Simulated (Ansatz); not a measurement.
SiH2 (SMILES [SiH2]) moved off its minimum; all values from Ansatz (a quantum-chemistry and plane-wave program), cores frozen in correlated methods. Open shells are unrestricted.
(charge 0, multiplicity 3)
```xyz
3

Si    -0.0076     0.0315     0.0330
H     -1.2779    -0.7210    -0.0817
H      1.2297    -0.6152    -0.0569
```

Question: Give the forces (eV/Å), the total energy and the dipole at CCSD(T)/aug-cc-pV(T+d)Z.

Answer: 
```json
[
 {"atom": "Si1", "Fx": "-1.562", "Fy": "0.976", "Fz": "0.137"},
 {"atom": "H2", "Fx": "0.046", "Fy": "-0.077", "Fz": "-0.011"},
 {"atom": "H3", "Fx": "1.516", "Fy": "-0.899", "Fz": "-0.126"}
]
```
Energy -290.1395 hartree, dipole 0.08 D.
